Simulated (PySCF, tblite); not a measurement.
## phosphine: calculation against experiment

**Experimental background.**

From NIST CCCBDB Release 22 (SRD 101), experimental dipoles, for the gas: dipole moment (microwave Stark effect) 0.58 D.

CRC Handbook of Chemistry and Physics lists, for the gas at 298.15 K: standard entropy 210.2 J/(mol K).

How close the calculation comes is told at the end.

Species: phosphine, PH3.
Numbering: `[PH3:1]` (hydrogens: H2, H3, H4 on P1)

Geometry (GFN2-xTB, Å), atoms numbered from 1 in this order:
```xyz
4
PH3 angstrom
P     -0.0015    0.0035    0.5704
H     -0.5587    1.0086   -0.2056
H      1.1583   -0.0163   -0.1896
H     -0.5880   -0.9910   -0.1980
```

The PySCF runs (gas phase, on this GFN2-xTB geometry; no spin–orbit coupling):

```csv
level,job,basis functions,wall time
PBE0/pcSseg-1,"shieldings, charges and field gradients",39,2.3 s
```

Hardware: x86-64 server, one thread, on a shared host.

GFN2-xTB wavenumbers (cm⁻¹, harmonic, unscaled, at the method's own geometry): 1132, 1151, 1151, 2283, 2392, 2393. Point group C3v, symmetry number 3. Entropy at 298.15 K and 1 bar in J/(mol K): translation 152.8, rotation 55.9, vibration 0.7.

## Comparison

**Dipole moment.** Measured: 0.58 D (NIST CCCBDB Release 22 (SRD 101), experimental dipoles).

| level | computed (D) | computed − measured (D) | % (from the printed values) |
| --- | --- | --- | --- |
| PBE0/pcSseg-1 | 1.03 | +0.45 | +78 |

The computed dipoles belong to one fixed geometry; measured ones are averaged over vibrations unless marked μe. Magnitudes are compared, not signs.

**Standard entropy at 298.15 K.** Measured: 210.2 J/(mol K) (298.15 K; CRC Handbook of Chemistry and Physics).

```tsv
level	computed (J/(mol K))	computed − measured (J/(mol K))	% (from the printed values)
GFN2-xTB, rigid rotor and harmonic oscillator	209.4	-0.8	0
```

Ideal gas at 1 bar, most abundant isotopes; table values of this kind come from calorimetry or from spectroscopic constants.

No measured geometry was used, and the causes of the misses weren't examined.
